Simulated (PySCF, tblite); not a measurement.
Isomers of C4H5NO. Calculated harmonic vibrations of the isolated species, GFN2-xTB (tblite), most abundant isotopes, no scaling. The method is semi-empirical: single wavenumbers can be off by several per cent or more. One conformer each.

Electronic energies: PBE0/pcSseg-1 single points on the GFN2-xTB geometries (PySCF, gas phase).

```
    SMILES  electronic energy, lowest = 0 (kJ/mol)
  C#CCNC=O                                   142.6
  C=COCC#N                                   140.7
O=CNC1C=C1                                   188.1
  Cc1ccon1                                    96.0
  Cc1cocn1                                     0.0
O=C=NC1CC1                                    42.9
```

Task: How do GFN2-xTB zero-point energies change the relative energies?

Result: 
```json
{"SMILES": "Cc1cocn1", "ZPE (kJ/mol)": "220.5", "of it from modes above 1550 cm⁻¹": "102.1", "electronic (kJ/mol)": "0.0", "with ZPE, lowest = 0 (kJ/mol)": "0.0", "lowest mode (cm⁻¹)": "7i", "rings": "1"}
{"SMILES": "O=C=NC1CC1", "ZPE (kJ/mol)": "220.4", "of it from modes above 1550 cm⁻¹": "107.5", "electronic (kJ/mol)": "42.9", "with ZPE, lowest = 0 (kJ/mol)": "42.8", "lowest mode (cm⁻¹)": "77", "rings": "1"}
{"SMILES": "Cc1ccon1", "ZPE (kJ/mol)": "220.1", "of it from modes above 1550 cm⁻¹": "102.1", "electronic (kJ/mol)": "96.0", "with ZPE, lowest = 0 (kJ/mol)": "95.6", "lowest mode (cm⁻¹)": "88", "rings": "1"}
{"SMILES": "C=COCC#N", "ZPE (kJ/mol)": "212.6", "of it from modes above 1550 cm⁻¹": "114.9", "electronic (kJ/mol)": "140.7", "with ZPE, lowest = 0 (kJ/mol)": "132.8", "lowest mode (cm⁻¹)": "66", "rings": "0"}
{"SMILES": "C#CCNC=O", "ZPE (kJ/mol)": "211.5", "of it from modes above 1550 cm⁻¹": "116.9", "electronic (kJ/mol)": "142.6", "with ZPE, lowest = 0 (kJ/mol)": "133.7", "lowest mode (cm⁻¹)": "46", "rings": "0"}
{"SMILES": "O=CNC1C=C1", "ZPE (kJ/mol)": "211.7", "of it from modes above 1550 cm⁻¹": "115.0", "electronic (kJ/mol)": "188.1", "with ZPE, lowest = 0 (kJ/mol)": "179.3", "lowest mode (cm⁻¹)": "52", "rings": "1"}
```

The zero-point energies span 9.0 kJ/mol, from `C#CCNC=O` to `Cc1cocn1`. Slightly imaginary modes are left out of the zero-point energy: `Cc1cocn1` 7.4i cm⁻¹. The order is unchanged.

Task: And how do the electronic energies of GFN2-xTB itself compare?

Result: `Cc1cocn1` 0.0; `O=C=NC1CC1` 15.6; `Cc1ccon1` 109.7; `C=COCC#N` 216.4; `C#CCNC=O` 197.7; `O=CNC1C=C1` 261.7 kJ/mol, lowest = 0. Against the energies above, taken from the same isomer `Cc1cocn1`, the largest difference is 75.7 kJ/mol.

Task: What do entropy and thermal enthalpy add at 298.15 K and 1 bar (rigid rotor, harmonic oscillator, one conformer each)?

Result: 
| SMILES | point group | symmetry number | S (J/(mol K)) | H − H(0) (kJ/mol) | ZPE + H − H(0) − TS (kJ/mol) |
| --- | --- | --- | --- | --- | --- |
| O=C=NC1CC1 | Cs | 1 | 322.5 | 17.86 | 142.1 |
| Cc1ccon1 | Cs | 1 | 309.2 | 16.48 | 144.4 |
| C=COCC#N | Cs | 1 | 331.5 | 19.38 | 133.2 |
| C#CCNC=O | C1 | 1 | 338.8 | 20.12 | 130.6 |
| O=CNC1C=C1 | Cs | 1 | 327.7 | 18.76 | 132.8 |

Not tabulated: `Cc1cocn1` (lowest mode only 7i cm⁻¹).
